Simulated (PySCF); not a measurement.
First-order multiplets

Atoms are numbered as in `[O:1]=[C:2]([F:3])[CH:4]1[CH2:5][CH2:6]1`; H(Xn) means a hydrogen on atom n. Ha(C5), Ha(C6) are cis to C2 on the ring; Hb(C5), Hb(C6) are trans to C2 on the ring.

PySCF 2.14.0 with density-fitted response routines calculation with geometry from PBE0-D3(BJ)/def2-SVP, shieldings: GIAO B3LYP/pcSseg-2 and J: B3LYP/pcJ-1 (spin–dipole term only in couplings to heteroatoms); one conformer, no solvent model, one averaged value for each set of equivalent atoms, non-relativistic Hamiltonian.

Chemical shifts δ = σref − σ; $^{1}$H (31.39 ppm) against TMS; CFCl3 for $^{19}$F (169.74 ppm), all at this level.

Spectrometer: 400 MHz for $^{1}$H. First-order analysis; couplings under 1 Hz (under 4 Hz in carbon signals) are ignored, and nearly equal couplings are merged; the smaller ones broaden or split the lines further.

**Question.** What pattern does H(C4) show ($^{1}$H)?

**Answer.** A triplet of triplets of doublets at δ 1.53: 9.1 Hz to Hb(C5)/Hb(C6) (2 × $^{1}$H, 3 bonds away), 5.1 Hz to Ha(C5)/Ha(C6) (2 × $^{1}$H, 3 bonds away), 4.4 Hz to F3 (1 × $^{19}$F, 3 bonds away). Lines in Hz from the centre (relative intensity): +16.4 (1), +12.0 (1), +11.3 (2), +7.3 (2), +6.9 (2), +6.2 (1), +2.9 (2), +2.2 (4), +1.8 (1), -1.8 (1), -2.2 (4), -2.9 (2), -6.2 (1), -6.9 (2), -7.3 (2), -11.3 (2), -12.0 (1), -16.4 (1). The outer lines are 32.8 Hz apart, the sum of the couplings kept, or 0.082 ppm at this field.

**Question.** What pattern does F3 show ($^{19}$F)?

**Answer.** A doublet at δ 48.1: 4.4 Hz to H(C4) (1 × $^{1}$H, 3 bonds away). Lines in Hz from the centre (relative intensity): +2.2 (1), -2.2 (1). The outer lines are 4.4 Hz apart, the sum of the couplings kept, or 0.012 ppm at this field.

Unscaled 3J(H,H) at this level run about 10 % above measured values. 3J across rotatable bonds or in flexible rings reflects this conformer alone.
